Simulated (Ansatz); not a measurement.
Results of PBE-D4 (Ansatz, a first-principles code, PAW) for fcc Ir.

Numerical settings: plane-wave cutoff 520 eV, 24×24×24 k mesh, Fermi–Dirac smearing 0.05 eV, no spin polarisation, scalar-relativistic PAW data made under PBE.

A third-order Birch–Murnaghan fit to the energies gives V0 = 14.132 Å³/atom, B0 = 378 GPa, B′ = 5.1.

| V (Å³/atom) | P (GPa) |
|---|---|
| 13.284 | ___ |
| 13.567 | ___ |
| 13.849 | 8.04 |
| 14.132 | -0.01 |
| 14.414 | ___ |
| 14.697 | -13.44 |
| 14.980 | ___ |

Question: Estimate the withheld pressures from this fit; the answers are the runs' own values.

Answer: 
- 13.284, P (GPa): 27.37
- 13.567, P (GPa): 17.12
- 14.414, P (GPa): -7.13
- 14.980, P (GPa): -19.01

The formula P = (3/2) B0 (x^(7/3) − x^(5/3)) [1 + (3/4)(B′ − 4)(x^(2/3) − 1)] with x = V0/V meets the computed pressures within 0.04 GPa when these rounded values are put in.

Measured, for comparison: bulk modulus 365 GPa (corrected for temperature and zero-point phonon effects; as tabulated in Levämäki et al. (2014), arXiv:1402.3671); equilibrium volume per atom 14.06 Å³/atom (static lattice: zero-point anharmonic expansion removed; as tabulated in Mejia-Rodriguez and Trickey (2018), arXiv:1807.09216). Computed (rounded) less measured: bulk modulus +4 %, equilibrium volume per atom +0.5 %.

Spin–orbit coupling is not included.

Static lattice: no zero-point or thermal effects.
